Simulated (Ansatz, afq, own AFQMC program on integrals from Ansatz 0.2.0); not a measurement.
# AlSiH, triplet: AFQMC among the cluster methods

| atom | x (Å) | y (Å) | z (Å) |
| --- | --- | --- | --- |
| Si | 0.0000 | -0.0533 | 1.7283 |
| Al | 0.0000 | -0.0175 | -1.8165 |
| H | 0.0000 | 1.9542 | 0.4678 |

Connectivity, by distances: Si ··· Al ··· H.

Basis 6-31G. Noble-gas cores (and the filled d shells of Ga–Kr and In–Xe) are frozen. Integrals, coupled cluster, full CI and functionals: Ansatz 0.2.0; the random walks run on the same integrals in our own AFQMC program. The CISD trial takes its coefficients from CCSD amplitudes. Released means that phaseless walkers are propagated on without the constraint, phases kept. Error bars are statistical, one sigma.

Determinant: UHF, the one that the program's search chose, which needn't be the lowest solution. The geometry is a point of a scan.

Full CI on the same integrals is exact in this basis and with this determinant's frozen core.

Cautions: lower spins were not checked; strong correlation (T1 0.081, weight of the determinant 0.77, largest double 0.16); unrestricted determinant spin contaminated (⟨S²⟩ 2.40 against 2.00); the released energies are still falling, so no released level is given (meV from the phaseless value at times in 1/Eh: -5 ± 3 at 0.24, -10 ± 3 at 0.51, -20 ± 3 at 0.99, -23 ± 3 at 1.62, -25 ± 3 at 2.40).

The T1 diagnostic is 0.0810 and the weight of the determinant in the CISD state is 0.766. The ⟨S²⟩ of the determinant is 2.403 and the size of the correlated space is 8 electrons in 18 orbitals.

Reference: full CI, correlation energy -2.642 eV. The cautions show a poor starting determinant, so the rows tell how each method copes with it here, and full CI is the sure value.

| level | E − E(reference) (kcal/mol) | share of correlation (%) |
| --- | --- | --- |
| HF | 60.92 | 0.00 |
| MP2 | 28.46 | 53.28 |
| CCSD | 3.63 | 94.04 |
| CCSD(T) | 1.74 | 97.14 |
| CCSDT | 0.32 | 99.47 |
| CCSDT(Q) | 0.02 | 99.96 |
| CCSDTQ | 0.01 | 99.98 |
| ph-AFQMC/CISD | 1.30 ± 0.08 | 97.86 |

CCSDT and higher add their correlation energy to the determinant of the CCSD(T) run, since their own runs factorise the integrals more tightly (a shift of under 2 meV). A walk keeps the symmetry of its determinant, which the program's search chose and which needn't be the lowest solution, so a lower state of the same spin and another symmetry isn't excluded.
